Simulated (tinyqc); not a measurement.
MP2 on RHF in the sto-3g basis, for H2O, spin multiplicity 1, step by step. One step of it, computed by the program tinyqc.

Problem. Iteration 8 (converged): orbitals. Diagonalise F' = X^T F X, C = X C', fill 5 alpha and 5 beta electrons from the bottom; D = 2 C_occ C_occ^T. Each column has its largest component positive (the first on a tie).

converged F (hartree), lower triangle:
```
             1O 1s      1O 2s     1O 2px     1O 2py     1O 2pz      2H 1s      3H 1s
1O 1s   -20.235625
1O 2s    -5.163086  -2.441322
1O 2px    0.000000   0.000000  -0.390631
1O 2py    0.000000   0.000000   0.000000  -0.307276
1O 2pz   -0.028983  -0.120594   0.000000   0.000000  -0.342424
2H 1s    -1.151267  -0.997146   0.000000  -0.390975  -0.364474  -0.557999
3H 1s    -1.151267  -0.997146   0.000000   0.390975  -0.364474  -0.376587  -0.557999
```

X, lower triangle:
```
            1O 1s      1O 2s    1O 2px     1O 2py     1O 2pz      2H 1s     3H 1s
1O 1s    1.024142
1O 2s   -0.142605   1.235196
1O 2px   0.000000   0.000000  1.000000
1O 2py   0.000000   0.000000  0.000000   1.108126
1O 2pz  -0.009984   0.107377  0.000000   0.000000   1.054064
2H 1s    0.021696  -0.286790  0.000000  -0.224388  -0.144883   1.199995
3H 1s    0.021696  -0.286790  0.000000   0.224388  -0.144883  -0.087636  1.199995
```

Give: F' = X^T F X; orbital energies; coefficients C; D after iteration 8.

Solution.

F' = X^T F X (hartree), lower triangle:
```
         1       2       3       4       5       6      7
1  -19.856
2   -2.694  -1.237
3    0.000   0.000  -0.391
4    0.000   0.000   0.000  -0.007
5   -0.056   0.116   0.000   0.000  -0.187
6   -0.174  -0.505   0.000  -0.468  -0.331   0.017
7   -0.174  -0.505   0.000   0.468  -0.331  -0.103  0.017
```

orbital energies (hartree): MO1 -20.244, MO2 -1.261, MO3 -0.609, MO4 -0.452, MO5 -0.391, MO6 0.591, MO7 0.722

coefficients C:
```
           MO1     MO2     MO3     MO4    MO5     MO6     MO7
1O 1s    0.994  -0.233   0.000   0.103  0.000  -0.130   0.000
1O 2s    0.026   0.839   0.000  -0.533  0.000   0.856   0.000
1O 2px   0.000   0.000   0.000   0.000  1.000   0.000   0.000
1O 2py   0.000   0.000   0.607   0.000  0.000   0.000   0.980
1O 2pz   0.004   0.125   0.000   0.772  0.000   0.744   0.000
2H 1s   -0.006   0.157   0.446   0.285  0.000  -0.785  -0.825
3H 1s   -0.006   0.157  -0.446   0.285  0.000  -0.785   0.825
```

D after iteration 8, lower triangle:
```
         1O 1s   1O 2s  1O 2px  1O 2py  1O 2pz   2H 1s  3H 1s
1O 1s    2.107
1O 2s   -0.449   1.978
1O 2px   0.000   0.000   2.000
1O 2py   0.000   0.000   0.000   0.736
1O 2pz   0.109  -0.613   0.000   0.000   1.222
2H 1s   -0.027  -0.039   0.000   0.541   0.479   0.610
3H 1s   -0.027  -0.039   0.000  -0.541   0.479  -0.187  0.610
```
